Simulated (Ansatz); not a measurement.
Results of G0W0@HSE06 in Ansatz (hard PAW, contour deformation) for rock-salt KCl.

The same calculation (at the measured cell, 31.151 Å³/atom) with different numerical settings; throughout: k mesh 2×2×2:

```
run  response cutoff (eV)  empty bands  quasiparticle gap on the mesh (eV)  quasiparticle gap at Γ (eV)   rough time
---  --------------------  -----------  ----------------------------------  ---------------------------  -----------
1                     100          260                               8.430                        8.430    60 core-s
2                     150          477                               8.559                        8.559   2 core-min
3                     200          735                               8.617                        8.617   5 core-min
4                     250         1027                               8.652                        8.652   9 core-min
5                     300         1350                               8.672                        8.672  10 core-min
```

In the column quasiparticle gap on the mesh (eV) the first row differs from the last by -0.242 and the next to last by -0.020.

The last row is no converged limit: other settings stay fixed.

Note: GW on a hybrid start was not checked against another program.

Ansatz is a program for electronic structure.
